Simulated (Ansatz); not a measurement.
A nudged elastic band was laid between two geometries of H3OP (5 atoms, charge 0, multiplicity 1).

The calculation used RHF/def2-TZVP (Ansatz).

```yaml
movable_images: 5
climbing_image: yes
spring: 5.0 eV/Å²
optimiser: quadratic models (default)
start_path: IDPP
force_threshold: 0.03 eV/Å
iteration_limit: 60
end_points: relaxed
```

First end point:

```xyz
5
Properties=species:S:1:pos:R:3
O 0.346 -0.571 0.774
P 0.067 0.209 -0.628
H 1.118 -1.108 0.734
H -1.294 -0.101 -0.798
H -0.187 1.497 -0.124
```

Last end point:

```xyz
5
Properties=species:S:1:pos:R:3
O 0.669 -0.722 0.588
P -0.629 0.240 0.444
H 1.227 -0.795 -0.167
H -1.164 -0.197 -0.787
H -0.054 1.400 -0.120
```

Q: Which bonds break or form, and what moves?

A: No bond is made or broken. The height of P2 over the plane of its neighbours goes from 0.73 to -0.71 Å.

Q: What energy profile does the band end with?

A: It converged. The highest image is number 3 of 0 to 6, 2.16 eV above the first end and 2.18 eV above the last; the last end lies 0.01 eV below the first. A vibrational analysis at the climbing image gives one clearly imaginary mode, 1377i cm⁻¹: a first-order saddle point.

```csv
image,path coordinate (Å),energy (eV),height of P2 over the plane of its neighbours (Å)
0,0.00,0.00,0.73
1,0.26,0.31,0.56
2,0.52,1.34,0.30
3,0.79,2.16,0.01
4,1.07,1.22,-0.31
5,1.35,0.21,-0.58
6,1.63,-0.01,-0.71
```

Q: What is the geometry of the highest image?

A: 
```xyz
5
Properties=species:S:1:pos:R:3:forces:R:3
O 0.583 -0.715 0.712 0.00 0.01 -0.02
P -0.366 0.290 -0.111 0.00 0.00 0.01
H 1.319 -1.015 0.207 0.00 -0.01 0.01
H -1.398 -0.259 -0.818 0.00 0.00 0.00
H -0.088 1.625 -0.030 0.00 0.00 0.00
```

Q: What are the harmonic wavenumbers there?

A: 1377i, 595, 793, 955, 1134, 1212, 2753, 2820, 4133 cm⁻¹.

The run took 88 s on 1 thread of Intel(R) Xeon(R) Processor @ 2.50GHz (Skylake/Cascade Lake), with other jobs on the host, peak memory 0.13 GiB.
